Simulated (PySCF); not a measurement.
CN, SMILES [C]#N (connectivity only; charge and spin as stated), charge -1, multiplicity 1.

The structure is a stationary point at PBE0-D3(BJ)/def2-TZVPD.

These are PBE0-D3(BJ)/def2-TZVPD in PySCF 2.14.0 values and carry that method's errors.

Harmonic, unscaled wavenumbers; measured fundamentals usually lie a few per cent lower.

```csv
mode,ν (cm⁻¹),IR (km/mol),moving atoms (share of kinetic energy)
1,2162,18.6,"C 54 %, N 46 %"
```
